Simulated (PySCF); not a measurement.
Geometry:
```tsv
atom	x (Å)	y (Å)	z (Å)
C1	0.863	0.647	0.906
C2	0.517	-0.289	0.041
C3	-0.804	-0.314	-0.651
F4	-1.593	0.709	-0.311
F5	-0.650	-0.275	-1.984
F6	-1.472	-1.445	-0.373
H7	1.833	0.627	1.388
H8	0.192	1.458	1.159
H9	1.172	-1.110	-0.226
```

- NMR shieldings at B97-2/pcSseg-2/GIAO
- PBE0-D3(BJ)/def2-TZVP structure
- program: PySCF 2.14.0 with density-fitted response routines
- gas phase, non-relativistic, single conformer, fast rotation and ring inversion assumed for equivalent nuclei

Chemical shifts δ = σref − σ; TMS for 13C (σ = 185.38 ppm) and 1H (σ = 31.64 ppm); 19F (σ = 175.98 ppm) vs CFCl3, all at this level.

```json
{"atoms": "C3", "nucleus": "13C", "count": "1", "δ (ppm)": "?"}
{"atoms": "F4/F5/F6", "nucleus": "19F", "count": "3", "δ (ppm)": "-81.1"}
{"atoms": "C2", "nucleus": "13C", "count": "1", "δ (ppm)": "137.1"}
{"atoms": "H7", "nucleus": "1H", "count": "1", "δ (ppm)": "5.85"}
{"atoms": "H8", "nucleus": "1H", "count": "1", "δ (ppm)": "6.22"}
{"atoms": "C1", "nucleus": "13C", "count": "1", "δ (ppm)": "130.2"}
{"atoms": "H9", "nucleus": "1H", "count": "1", "δ (ppm)": "?"}
```

Question: Estimate the values marked ?.

Answer: 
- C3: 133.6 ppm, CF3 carbon; 3 electronegative neighbours deshield it
- H9: 6.23 ppm, hydrogen on an alkene CH; a vinylic proton, deshielded by the sp2 carbon and the C=C anisotropy

Shifts are as computed. Against solution values, carbons near 30 ppm lie about +3 ppm off and those near 130 ppm about +7 ppm. Of 1211 compounds with measured shifts, 218 miss one by over three times the rms of a fit or turn the order of signals round; such compounds aren't used in these exercises. Unscaled 19F shifts against computed CFCl3 carry errors that often reach 10 to 50 ppm.
